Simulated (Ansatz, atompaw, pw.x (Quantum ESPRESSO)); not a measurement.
## pw.x on fcc W: one setting changed

Potential: PAW, atompaw 4.2.0.5, PBEsol; core [Kr] 4d10 4f14, reference 5s2 5p6 5d4 6s1 6p1; waves: 5s (bound): rc 1.40 bohr; 6s (bound): rc 2.30 bohr; 5p (bound): rc 1.60 bohr; 6p (bound): rc 2.30 bohr; 5d (bound): rc 2.30 bohr; 5d channel at 1.3 Ry: rc 2.30 bohr; local part: bessel scheme, radius 1.46 bohr; core correction: smooth core density matched at 1.40 bohr; augmentation: sinc compensation charge, radius 2.20 bohr; PAW radius 2.30 bohr; waves and projectors: custom polynom vanderbiltortho.

The reference run (k-mesh 14³, cutoffs 60/600 Ry, Fermi–Dirac 0.01 Ry, mixing_beta 0.4, conv_thr 1e-9, no spin) gives -2.36 GPa at 15.995 Å³/atom, where all-electron LAPW gives 0.14 GPa. This run, with its own iteration cap, changes ecutrho/ecutwfc to 16.

```
&control
  calculation='scf', prefix='x', pseudo_dir='./', outdir='./tmp', tstress=.true., disk_io='none'
/
&system
  ibrav=0, nat=1, ntyp=1, ecutwfc=60, ecutrho=960, nbnd=15,
  occupations='smearing', smearing='fd', degauss=0.01
/
&electrons
  conv_thr=1e-09, mixing_beta=0.4, electron_maxstep=50
/
ATOMIC_SPECIES
W 1.0 W.UPF
CELL_PARAMETERS angstrom
  0.00000000 1.99979164 1.99979164
  1.99979164 0.00000000 1.99979164
  1.99979164 1.99979164 0.00000000
ATOMIC_POSITIONS crystal
W 0.0000 0.0000 0.0000
K_POINTS automatic
14 14 14 0 0 0
```

```bash
pw.x < W.scf.in > W.scf.out
```

Problem. How does the run end?

Solution. It converges in 7 iterations; the free energy moves by +0.0 meV/atom and the pressure by +0.00 GPa. The result is that of the reference run.

```
Message from routine setup:
     using ibrav=0 with symmetry is DISCOURAGED, use correct ibrav instead
     lattice parameter (alat)  =       5.3444  a.u.
     unit-cell volume          =     107.9396 (a.u.)^3
     number of electrons       =        14.00
     number of Kohn-Sham states=           15
     kinetic-energy cutoff     =      60.0000  Ry
     charge density cutoff     =     960.0000  Ry
     scf convergence threshold =      1.0E-09
     Exchange-correlation= SLA PW PSX PSC
     number of k points=   104  Fermi-Dirac smearing, width (Ry)=  0.0100
     iteration #  1     ecut=    60.00 Ry     beta= 0.40
     total energy              =    -750.78618759 Ry
     estimated scf accuracy    <       0.08254045 Ry
     iteration #  2     ecut=    60.00 Ry     beta= 0.40
     total energy              =    -750.78743167 Ry
     estimated scf accuracy    <       0.01068613 Ry
     iteration #  3     ecut=    60.00 Ry     beta= 0.40
     total energy              =    -750.78886389 Ry
     estimated scf accuracy    <       0.00030018 Ry
     iteration #  4     ecut=    60.00 Ry     beta= 0.40
     total energy              =    -750.78891629 Ry
     estimated scf accuracy    <       0.00001245 Ry
     iteration #  5     ecut=    60.00 Ry     beta= 0.40
     total energy              =    -750.78891852 Ry
     estimated scf accuracy    <       0.00000030 Ry
     iteration #  6     ecut=    60.00 Ry     beta= 0.40
     total energy              =    -750.78891856 Ry
     estimated scf accuracy    <          5.8E-09 Ry
     iteration #  7     ecut=    60.00 Ry     beta= 0.40
     the Fermi energy is    20.9671 ev
!    total energy              =    -750.78891855 Ry
     estimated scf accuracy    <          5.9E-10 Ry
     smearing contrib. (-TS)   =      -0.00512330 Ry
     The total energy is F=E-TS. E is the sum of the following terms:
     one-electron contribution =     -10.75649243 Ry
     hartree contribution      =      19.50878642 Ry
     xc contribution           =     -21.38788279 Ry
     ewald contribution        =    -118.89640834 Ry
     one-center paw contrib.   =    -619.25179811 Ry
     convergence has been achieved in   7 iterations
          total   stress  (Ry/bohr**3)                   (kbar)     P=      -23.64
     Message from routine punch:
     Nothing written, as per user request (disk_io='none')
```

The run took about 27 s on one core of a shared host (Intel(R) Xeon(R) Platinum 8488C, 96 threads, 744 GiB, load 61).
